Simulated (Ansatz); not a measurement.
System: anatase TiO2 (metastable phase). Method: LDA (plane waves, PAW; Ansatz, a program for electronic structure).

Numerical settings: plane-wave cutoff 520 eV, 10×10×10 k mesh, perturbation theory, no spin polarisation, scalar-relativistic PAW data made under PBE.

Cell (relaxed at this level):

```xyz
6
Lattice="-1.8698 1.8698 4.7272 1.8698 -1.8698 4.7272 1.8698 1.8698 -4.7272" Properties=species:S:1:pos:R:3 pbc="T T T"
Ti     0.0000     1.8698     2.3636
Ti     0.0000     0.0000     0.0000
O      0.0000     1.8698     0.3970
O      0.0000     0.0000     7.4879
O      0.0000     0.0000     1.9666
O      0.0000     1.8698     4.3302
```

Predict the electronic dielectric constant ε∞ (mean over three axes) and static dielectric constant (mean over three axes).


- electronic dielectric constant ε∞ (mean over three axes): 6.67
- static dielectric constant (mean over three axes): 44.8

Measured, for comparison: high-frequency dielectric constant 5.62 (temperature not stated, not corrected to a static lattice, mean; as tabulated in Gerosa et al. (2015), arXiv:1508.02174); static dielectric constant 37.6 (temperature not stated, not corrected to a static lattice, mean of the two values across and the one along c; as tabulated in Gonzalez et al., Phys. Rev. B 55, 7014). Computed (rounded) less measured: high-frequency dielectric constant +19 %, static dielectric constant +19 %.

It cost about 50 core-minutes (a rough figure) of CPU time.
